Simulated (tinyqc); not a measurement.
Orbital energy against energy difference: ionisation energy by orbital energies and by energy differences in the 6-31g basis, for H2O, spin multiplicity 1. Computed by the program tinyqc with PySCF. The cation is unrestricted; errors are against CCSD(T) in this basis, not against experiment.

Geometry (angstrom):

| atom | x | y | z |
|---|---|---|---|
| O | 0.0000 | 0.0000 | 0.0000 |
| H | 0.0000 | 0.7380 | 0.4970 |
| H | 0.0000 | -0.7380 | 0.4970 |

CCSD(T) difference in the same basis = 12.0697 eV

IP-EOM-CCSD = 11.8409 eV

First vertical ionisation energy (eV):

| method | -e(HOMO) | E(cation) - E | error of -e(HOMO) | error of the difference |
|---|---|---|---|---|
| HF | 13.6768 | 11.185337 | 1.6071 | -0.8844 |
| LDA | 6.3698 | 12.946084 | -5.6999 | 0.8764 |
| PBE | 6.2771 | 12.609779 | -5.7927 | 0.5401 |
| B3LYP | 8.0212 | 12.666607 | -4.0486 | 0.5969 |
| PBE0 | 8.3936 | 12.553647 | -3.6761 | 0.4839 |
| CAM-B3LYP | 9.9193 | 12.663476 | -2.1504 | 0.5938 |
| LC-wPBE | 11.3753 | 12.706365 | -0.6944 | 0.6366 |

What does the comparison show, and why?

Koopmans errs by +1.61 eV and Delta-HF by -0.88 eV: relaxation, 2.49 eV, lowers the value and the missing correlation difference works against it. The PBE level is off by -5.8 eV through the wrong tail of its potential, though its energy difference is off by +0.54 eV; exact exchange deepens the level, and among the orbital energies LC-wPBE comes closest; among the differences PBE0 does.
